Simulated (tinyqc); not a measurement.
Worked calculation: Pariser-Parr-Pople SCF with singles CI, for the molecule Fc1ccsc1 (SMILES; centres numbered as the heavy atoms are written). One step of it, computed by the program tinyqc.

Problem. Iteration 2: orbitals and new P. Diagonalise F (the basis is taken as orthonormal) and form P = 2 sum c c over the lowest orbitals; 0.5 of the old P is kept.

F (eV):
```
            1F         2C         3C         4C         5S         6C
1F  -17.345914  -3.577404   0.586804  -0.099433  -0.195469   0.663091
2C   -3.577404  -5.043367  -4.675186   0.437527   0.698895  -4.813066
3C    0.586804  -4.675186  -5.066951  -4.838697   0.881345   0.313894
4C   -0.099433   0.437527  -4.838697  -6.452519  -4.500077   0.898241
5S   -0.195469   0.698895   0.881345  -4.500077  -8.221141  -4.203263
6C    0.663091  -4.813066   0.313894   0.898241  -4.203263  -6.941755
```

pi electrons, sum of z_r less the charge = 8

P after iteration 1:
```
           1F         2C         3C         4C         5S         6C
1F   1.861617   0.339901  -0.215777   0.051498   0.100934  -0.243829
2C   0.339901   1.080358   0.605123  -0.158508  -0.248513   0.641633
3C  -0.215777   0.605123   1.215149   0.648245  -0.313430  -0.113760
4C   0.051498  -0.158508   0.648245   1.203117   0.633706  -0.325457
5S   0.100934  -0.248513  -0.313430   0.633706   1.335151   0.557786
6C  -0.243829   0.641633  -0.113760  -0.325457   0.557786   1.304608
```

Give: orbital energies; P after iteration 2.

Solution.

orbital energies (eV): -18.4104  -14.2306  -10.2446  -9.9521  1.0018  2.7642

P after iteration 2:
```
         1F       2C       3C       4C       5S       6C
1F   1.9058   0.2798  -0.1773   0.0362   0.0844  -0.2008
2C   0.2798   1.0566   0.6185  -0.1391  -0.2624   0.6602
3C  -0.1773   0.6185   1.1714   0.6631  -0.3097  -0.1116
4C   0.0362  -0.1391   0.6631   1.2027   0.6172  -0.3387
5S   0.0844  -0.2624  -0.3097   0.6172   1.3707   0.5526
6C  -0.2008   0.6602  -0.1116  -0.3387   0.5526   1.2928
```
